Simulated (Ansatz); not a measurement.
in.yaml

```yaml
crystal:
  periodic: [false, false, false]
  atoms:
    - {symbol: Ge, position_ang: [0.042430, 0.000000, 1.232357]}
    - {symbol: As, position_ang: [-0.021540, 0.000000, -1.242487]}
    - {symbol: H, position_ang: [-0.728368, 1.239617, 1.771279]}
    - {symbol: H, position_ang: [-0.728367, -1.239618, 1.771279]}
basis:
  gaussian: {orbitals: cc-pVDZ}
magnetization: {spin_polarized: false, initial_magnetization: 3}
correlation: {method: ccsd_t, electrons: outside_noble_gas}
```

```sh
$ ansatz run in.yaml --threads 1 --pin off --events-out ev --progress --plain --max-ram 4096MiB --backend cpu
```

Q: Roughly how long does this take on 1 thread of AMD EPYC 7R13, shared host, and how much host memory?

A: 6 s wall and 0.2 GiB.

```
742 factors; integrals over basis functions are off by at most 9.9e-4 eV
mean field evaluation 1: about -117297.4300 eV, gradient 8.5e0 eV
mean field evaluation 2: about -117297.4318 eV, gradient 8.5e0 eV
mean field evaluation 4: about -117298.2165 eV, gradient 9.5e-1 eV
mean field evaluation 8: about -117298.2294 eV, gradient 6.2e-3 eV
mean field evaluation 16: about -117298.2294 eV, gradient 6.6e-6 eV
mean field evaluation 32: about -117295.7824 eV, gradient 5.0e-4 eV
mean field evaluation 64: about -117295.7788 eV, gradient 2.8e-2 eV
mean field -117298.22941321 eV, -4310.6304233398 hartree, gradient 6.6e-6 eV, S^2 3.750000; 2 other end points of the search recorded, 0 dependent functions left out
determinant -117298.22941321 eV, -4310.6304233398 hartree, with singles and doubles -117303.29388131 eV, -4310.8165391099 hartree
determinant -117295.78236912 eV, -4310.5404961283 hartree, with singles and doubles -117301.14397185 eV, -4310.7375313944 hartree
determinant -117295.43774367 eV, -4310.5278313767 hartree, with singles and doubles -117300.48493384 eV, -4310.7133121943 hartree
28 core orbitals not correlated: weight in the atoms' cores, before any rotation towards them, 0.999 or more for the frozen orbitals, at most 0.000 for the correlated occupied ones
reference -117298.22941321 eV, -4310.6304233398 hartree; 7, 4 occupied and 29, 32 virtual orbitals, 742 factors
second order -4.02195359 eV of doubles, -0.09396726 eV of singles
cycle   1  -5.06464172 eV  change   -1.7e-4 eV  update   1.2e-3
cycle   2  -5.06491778 eV  change   -2.8e-4 eV  update   9.5e-4
cycle   3  -5.06477025 eV  change    1.5e-4 eV  update   3.7e-4
cycle   4  -5.06478061 eV  change   -1.0e-5 eV  update   2.0e-4
cycle   5  -5.06496636 eV  change   -1.9e-4 eV  update   5.5e-5
cycle   6  -5.06499946 eV  change   -3.3e-5 eV  update   2.4e-5
cycle   7  -5.06497813 eV  change    2.1e-5 eV  update   1.2e-5
cycle   8  -5.06496864 eV  change    9.5e-6 eV  update   3.3e-6
perturbative correction -0.12981759 eV, -0.0047707084 hartree
Total energy: -117303.42419944 eV, -4310.8213282126 hartree
```

For the same geometry and basis RCCSDTQ lies 36.9 meV lower.
